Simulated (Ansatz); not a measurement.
**SiHO (quartet): from Hartree-Fock to the top rungs at angle O2–Si1–H3 = 119.7°, cc-pVDZ**

The task here is to estimate one member of a computed series from the others.

The runs use Ansatz 0.2.0, Gaussian basis; cc-pVDZ, core rule «outside noble gas», up to 6 orbitals frozen.

Plan: UHF; CCSD(T) on ROHF; CCSD(T) on UHF; BCCD(T) on ROHF; CISD; CCSDT(Q) on ROHF; CCSDT(Q) on UHF; CASSCF and MRCISD+Q, 5 electrons in 5 orbitals; CASSCF and NEVPT2, 5 electrons in 5 orbitals.

25 further runs of the same task are left out: 10 for a known fault of the program, 1 for a mislabelled method, 10 that didn't finish, 4 set aside as unsound or not needed.

**The geometry**

The geometry derives from a PBE0/def2-TZVP stationary point (not a proven minimum). One angle is set to the value named; bond lengths are kept.

3 atoms, charge 0, spin multiplicity 4.

Atoms are counted from 1 here; the program's logs count them from 0.

Bond lengths: Si1–O2 1.728 Å, Si1–H3 1.496 Å. Angles: O2–Si1–H3 119.7°.

The first run:

The input, in.yaml:

```yaml
crystal:
  periodic: [false, false, false]
  atoms:
    - {symbol: Si, position_ang: [0.000000, -0.071140, 0.593130]}
    - {symbol: O, position_ang: [0.000000, 0.050992, -1.130921]}
    - {symbol: H, position_ang: [0.000000, 1.172855, 1.424406]}
basis:
  gaussian: {orbitals: cc-pVDZ}
magnetization: {spin_polarized: true, initial_magnetization: 3}
hamiltonian: {xc: hf}
output: {orbitals: {seedname: orbitals}}
```

On the command line:

```bash
$ ansatz run in.yaml --threads 1 --pin off --events-out ev --progress --plain --max-ram 2393MiB
```

Among the steps run: UHF; CCSD(T) on ROHF; CCSD(T) on UHF; BCCD(T) on ROHF; CISD; CCSDT(Q) on ROHF; CCSDT(Q) on UHF; CASSCF and MRCISD+Q, 5 electrons in 5 orbitals; CASSCF and NEVPT2, 5 electrons in 5 orbitals.

One of the session's tables, all rows but one given; the rest of the session is left out.

| method | from UCCSDT(Q) (kJ/mol) |
| --- | --- |
| ROHF | +627.7 |
| UHF | +612.2 |
| RMP2 | +88.1 |
| UMP2 | +87.8 |
| CISD | +51.8 |
| RCCSD | +17.2 |
| UCCSD | +16.8 |
| RCCSD(T) | +4.0 |
| UCCSD(T) | ? |
| BCCD(T) | +4.0 |
| RCCSDT | +1.3 |
| UCCSDT | +1.2 |
| RCCSDT(Q) | +0.3 |
| UCCSDT(Q) | 0 |
| CASSCF pair | +576.1 |
| NEVPT2 pair | +90.4 |
| MRCISD pair | +47.7 |
| MRCISD+Q pair | +6.2 |

Q: Estimate the row for UCCSD(T) from the others.

The run gave: from UCCSDT(Q) (kJ/mol): +3.9. In the column «from UCCSDT(Q) (kJ/mol)» it lies between RCCSDT (+1.3) and RCCSD(T) (+4.0).

To keep in mind: Restricted and unrestricted rows rest on different reference determinants; where their highest levels disagree by more than a few hundredths of an eV, they describe different states and don't form one ladder.
